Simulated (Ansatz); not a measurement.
For Y (model structure, started from the omega type, P6/mmm, No. 191, 3 atoms in the cell), PBEsol (plane waves, PAW; Ansatz, an electronic-structure program) gives:

```
Quantity              Result
-------------------  -------
lattice constant a   5.558 Å
lattice parameter c  3.469 Å
```

Q: What does PBE-D3(BJ) in Ansatz (plane waves, PAW) give for the same quantities?

A: 
- lattice constant a: 5.572 Å (grows by 0.3 %)
- lattice parameter c: 3.473 Å (increases by 0.1 %)

Changes are worked out from the printed values.

Unless a cell is named, each level is at its own relaxed cell (PBEsol 30.93, PBE-D3(BJ) 31.13 Å³/atom).

Ansatz's density-functional and Hartree–Fock values are scalar-relativistic unless marked +SOC, with PAW data made under PBE.

A model structure was made by putting elements into a prototype or built by hand; it is no filed structure, need not be a known phase, and can be a saddle point held by its symmetry.
